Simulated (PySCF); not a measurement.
# Stretching AlS

Set-up: PySCF, no relativity, basis sets Al def2-TZVP, S def2-TZVP. Energies in eV from Al + S in their ground configurations at the same level. State: ²Σ⁺ (doublet), unpaired electrons σ ↑.

All columns are PBE0. A positive dipole means Al(−)S(+).

| R (Å) | E (eV) | μ (D) | Mulliken charge on Al (basis-dependent) | HOMO (eV) | LUMO (eV) | Mayer bond order | ⟨S²⟩ |
| --- | --- | --- | --- | --- | --- | --- | --- |
| 1.754 | -2.958 | -3.10 | 0.21 | -7.05 | -3.80 | 2.46 | 0.75 |
| 1.835 | -3.676 | -3.35 | 0.24 | -7.17 | -3.96 | 2.40 | 0.76 |
| 1.917 | -4.064 | -3.57 | 0.27 | -7.28 | -4.11 | 2.33 | 0.76 |
| 1.978 | -4.196 | -3.73 | 0.29 | -7.23 | -4.21 | 2.28 | 0.76 |
| 2.039 | -4.228 | -3.87 | 0.31 | -7.11 | -4.29 | 2.22 | 0.76 |
| 2.100 | -4.185 | -4.00 | 0.33 | -7.00 | -4.37 | 2.14 | 0.76 |
| 2.182 | -4.046 | -4.16 | 0.35 | -6.87 | -4.45 | 2.04 | 0.76 |
| 2.284 | -3.790 | -4.34 | 0.38 | -6.71 | -4.51 | 1.88 | 0.76 |
| 2.406 | -3.430 | -4.57 | 0.40 | -6.54 | -4.52 | 1.68 | 0.77 |
| 2.569 | -2.937 | -4.97 | 0.43 | -6.32 | -4.44 | 1.42 | 0.77 |

A fit through these points gives, at Re = 2.032 Å, μ = -3.85 D and dμ/dR = -2.25 D/Å; the reduced mass is 14.63 u.

Q: How strong is the fundamental in the double-harmonic approximation, I = 42.26·(dμ/dR)²/μred km/mol?

A: I = 42.26·(-2.25)²/14.63 = 14.6 km/mol at PBE0.

The state was picked by a PBE0 search and need not be the measured ground state.
